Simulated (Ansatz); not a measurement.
Chalcopyrite CuGaSe2 was calculated with BLYP (PAW; Ansatz, an electronic-structure program).

Settings: plane-wave cutoff 520 eV, 8×8×8 k mesh, Fermi–Dirac smearing 0.01 eV, no spin polarisation, scalar-relativistic PAW data made under PBE.

Cell (measured lattice):

```
CuGaSe2
1.0
    2.80955    -2.80955     5.51300
   -2.80955     2.80955     5.51300
   -2.80955    -2.80955    -5.51300
Ga Cu Se
2 2 4
Direct
  0.50000   0.50000   0.00000
  0.25000   0.75000   0.50000
  0.00000   0.00000   0.00000
  0.75000   0.25000   0.50000
  0.87500   0.87438   0.49938
  0.12562   0.62500   0.00062
  0.37500   0.37562   0.50062
  0.62438   0.12500   0.99938
```

Problem. Estimate the band gap that the calculation returns.

Solution. 
* **band gap**: 0.20 eV (direct)

Measured, for comparison: band gap 1.67 eV (temperature not stated, no zero-point or thermal correction, direct or pseudo-direct at Γ; as tabulated in Ghosh et al. (2024), arXiv:2401.16805).

Note: cell and atoms aren't relaxed at this level (largest force component 0.36 eV/Å, pressure 6.8 GPa).

Spin–orbit coupling is not included.

Static lattice: no zero-point or thermal effects.
